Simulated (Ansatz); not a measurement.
**[H···H···S], triplet: the ladder up to full CI**

Geometry: a point of a hydrogen-transfer path between rigid fragments, not a stationary point.

```tsv
atom	x (Å)	y (Å)	z (Å)
H	0.0000	0.0000	-1.3423
H	0.0000	0.0000	-0.0633
S	0.0000	0.0000	1.4057
```

Basis 6-31G; Ansatz 0.2.0. Correlated methods freeze the noble-gas cores, which leaves 8 electrons in 12 orbitals. R marks a restricted (for open shells ROHF) determinant, U an unrestricted one. Active spaces: pair = (4e, 4o) about the gap; valence = (8e, 6o) chosen from the atoms' valence shells.

Full CI is exact within this basis and frozen core; it isn't the basis-set limit. The frozen core follows each run's orbitals, which can shift R against U totals by a few meV.

For open shells CISD and CISDTQ are restricted-active-space CI with the open shells as a complete middle space.

```
UHF ⟨S²⟩                          : 2.043
T1 diagnostic (RCCSD)             : 0.0306
largest doubles amplitude (RCCSD) : 0.098
T1 diagnostic (UCCSD)             : 0.0146
```

```csv
level,E − E(full CI) (mEh),share of correlation (%),wall time
RHF,60.64,0.00,–
UHF,53.71,11.43,–
RMP2,15.93,73.74,–
UMP2,14.74,75.69,–
CISD,1.95,96.79,0.45 s
RCCSD,0.72,98.82,–
UCCSD,0.70,98.85,–
RCCSD(T),0.21,99.65,0.39 s
UCCSD(T),0.20,99.67,0.36 s
BCCD(T),0.21,99.65,0.48 s
RCCSDT,0.04,99.93,–
UCCSDT,0.04,99.94,–
CISDTQ,0.02,99.96,0.81 s
RCCSDT(Q),0.01,99.98,2.4 s
UCCSDT(Q),0.01,99.99,2.1 s
RCCSDTQ,0.00,99.99,12 s
UCCSDTQ,0.00,100.00,12 s
CASSCF (pair space),34.35,43.36,–
NEVPT2 (pair space),7.13,88.23,0.27 s
MRCISD (pair space),1.09,98.20,–
MRCISD+Q (pair space),0.39,99.35,0.54 s
CASSCF (valence space),32.36,46.64,–
NEVPT2 (valence space),8.92,85.30,0.21 s
MRCISD (valence space),0.92,98.48,–
MRCISD+Q (valence space),0.31,99.48,0.51 s
```

The correlation energy at full CI, counted from RHF, is -1.650 eV. That run took 0.87 s on 1 thread of Arm Neoverse V1, shared host over 61,184 determinants.

Times hold each run's SCF and search for its determinant on a shared host, so for small cases they say little of a method's own cost; they ran on 1 thread of Arm Neoverse V1.

The full-CI state has the irrep B2 of C2v, in the program's axes (one component, if the state is degenerate).

Natural occupations of full CI about the gap: 1.988 1.986 1.950 1.001 0.996 0.046 0.013 0.008 0.006 0.004; effectively unpaired electrons, Σ n²(2−n)², 2.02.
